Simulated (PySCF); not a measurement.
Numbering as in the mapped SMILES `[CH3:1][NH:2][C:3]([CH3:4])=[O:5]`. Hydrogens are named by the atom that carries them.

GIAO PBE0/pcSseg-1 shifts (PySCF, gas phase, non-relativistic, equivalent atoms averaged), each against references optimised in the same way as the molecule (TMS, NH3, H2O).

On the GFN2-xTB geometry: C3 168.3, C1 26.4, C4 24.0, N2 118.4, O5 417.9, H(N2) 4.25, H(C1) 3.09, H(C4) 1.84 ppm.

Q: What changes on the PBE0-D3(BJ)/def2-SVP geometry?

A: 
```tsv
atoms	δ (ppm)	change
C3	169.1	+0.8
C1	28.0	+1.6
C4	22.9	-1.1
N2	119.5	+1.1
O5	432.5	+14.6
H(N2)	4.31	+0.06
H(C1)	2.66	-0.43
H(C4)	1.70	-0.14
```

Bonds between heavy atoms that differ most (equivalent bonds averaged): N2–C3 1.355 → 1.360 Å, C3–O5 1.211 → 1.215 Å, C3–C4 1.516 → 1.513 Å, C1–N2 1.442 → 1.440 Å. Mean change of bonds to hydrogen: C–H +0.011 Å, N–H +0.002 Å.
